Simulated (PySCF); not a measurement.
Shieldings and the share of exact exchange

Molecule: SMILES F[C@@H]1COCO1, C₃H₅FO₂.

Molfile (atoms numbered from 1):
```
C3H5FO2
     RDKit          3D

 11 11  0  0  0  0  0  0  0  0999 V2000
   -0.4858    1.9158    0.2070 F   0  0  0  0  0  0  0  0  0  0  0  0
   -0.2651    0.8217   -0.5925 C   0  0  2  0  0  0  0  0  0  0  0  0
   -1.0032   -0.3931   -0.0037 C   0  0  0  0  0  0  0  0  0  0  0  0
    0.0215   -1.2873    0.3483 O   0  0  0  0  0  0  0  0  0  0  0  0
    1.1806   -0.5245    0.4305 C   0  0  0  0  0  0  0  0  0  0  0  0
    1.0576    0.4558   -0.5735 O   0  0  0  0  0  0  0  0  0  0  0  0
   -0.5476    1.1063   -1.6171 H   0  0  0  0  0  0  0  0  0  0  0  0
   -1.6775   -0.8795   -0.7233 H   0  0  0  0  0  0  0  0  0  0  0  0
   -1.5867   -0.0572    0.8727 H   0  0  0  0  0  0  0  0  0  0  0  0
    2.0588   -1.1501    0.2199 H   0  0  0  0  0  0  0  0  0  0  0  0
    1.2805   -0.0390    1.4240 H   0  0  0  0  0  0  0  0  0  0  0  0
  1  2  1  0
  2  3  1  0
  3  4  1  0
  4  5  1  0
  5  6  1  0
  6  2  1  0
  2  7  1  6
  3  8  1  0
  3  9  1  0
  5 10  1  0
  5 11  1  0
M  END
```

GIAO shieldings (ppm, equivalent atoms averaged) in PySCF on the PBE0-D3(BJ)/def2-SVP geometry, basis pcSseg-2, gas phase, non-relativistic:

| functional | exact exchange (%) | σ(F1) | σ(C2) | σ(C5) | σ(C3) |
| --- | --- | --- | --- | --- | --- |
| BLYP | 0 | 293.6 | 56.3 | 71.0 | 95.1 |
| BP86 | 0 | 296.8 | 61.5 | 75.8 | 100.2 |
| PBE | 0 | 295.1 | 61.5 | 75.8 | 100.3 |
| B3LYP | 20 | 308.4 | 63.9 | 78.2 | 101.7 |
| PBE0 | 25 | 313.2 | 70.4 | 84.3 | 107.9 |
| BHandHLYP | 50 | 326.6 | 74.4 | 88.0 | 110.3 |
| HF | 100 | 352.3 | 91.4 | 103.7 | 123.9 |

**Question.** Fit each shielding as a line in the percentage of exact exchange.

**Answer.** σ(F1) = 296.2 + 0.58 x (rms 1.7 ppm); σ(C2) = 59.7 + 0.31 x (rms 2.1 ppm); σ(C5) = 74.2 + 0.29 x (rms 2.0 ppm); σ(C3) = 98.6 + 0.25 x (rms 2.1 ppm). The functionals also differ in their semilocal parts, which the line can't hold; Hartree–Fock has no correlation at all.

**Question.** What does the line predict for mPW1PW91 (25 %), and what does the run give?

**Answer.** σ(F1): 310.7 predicted, 314.1 computed; σ(C2): 67.5 predicted, 69.7 computed; σ(C5): 81.5 predicted, 83.6 computed; σ(C3): 104.8 predicted, 107.3 computed ppm.
